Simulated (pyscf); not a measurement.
A first-order saddle from PySCF, ωB97X-D3(BJ)/def2-SVP:

```xyz
7

O     -0.3665     0.1688    -0.1297
Al    -1.8299    -0.6871    -0.0246
Cl    -1.8229    -2.7595     0.1511
Cl    -3.6445     0.3282    -0.0703
H      0.8873     0.2919    -0.1730
H      0.3529     1.1978    -0.2403
H      1.4169     1.2101    -0.2687
```
Charge 0, spin multiplicity 1.

Surface: singlet, charge 0. Lowest wavenumbers (cm⁻¹): 2836i, 71, 127, 152, 240.

Task: Which two sides does it connect, and which bonds change?

Result: HO–Al(Cl)–Cl + hydrogen (H₂) ⇌ HO–Al(Cl)–Cl + hydrogen (H₂), a four-centre exchange read from left to right: H–O, H–H broken and H–O, H–H formed. At ωB97M-D3(BJ)/def2-TZVP it lies +68.5 kcal/mol from the left side and +68.5 kcal/mol from the right (each side as separated species at their lowest minima found). This is the saddle that the search found; another between the same sides may lie lower.
